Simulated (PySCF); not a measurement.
# [SiH3]+: umbrella curve

Method: PBE0 in PySCF with Si def2-TZVP, H def2-TZVP; no relativity; density-fitted integrals.

Rigid scan from the singlet minimum (Si–H 1.472 Å (×3); H–Si–H 120.0° (×3)). Coordinate: angle between each bond and the threefold axis, bonds fixed. Energies in kJ/mol from the minimum.

Predict the curve at 55, 60, 65, 70, 75, 80, 85, 90.


| angle of the bonds to the threefold axis (°) | E (kJ/mol) | dipole size (D, about the centre of mass) |
| --- | --- | --- |
| 55 | 293.6 | 1.62 |
| 60 | 211.5 | 1.44 |
| 65 | 144.5 | 1.24 |
| 70 | 91.3 | 1.02 |
| 75 | 50.9 | 0.78 |
| 80 | 22.5 | 0.52 |
| 85 | 5.6 | 0.26 |
| 90 | 0.0 | 0.00 |

Other isomers or separated fragments may lie lower.
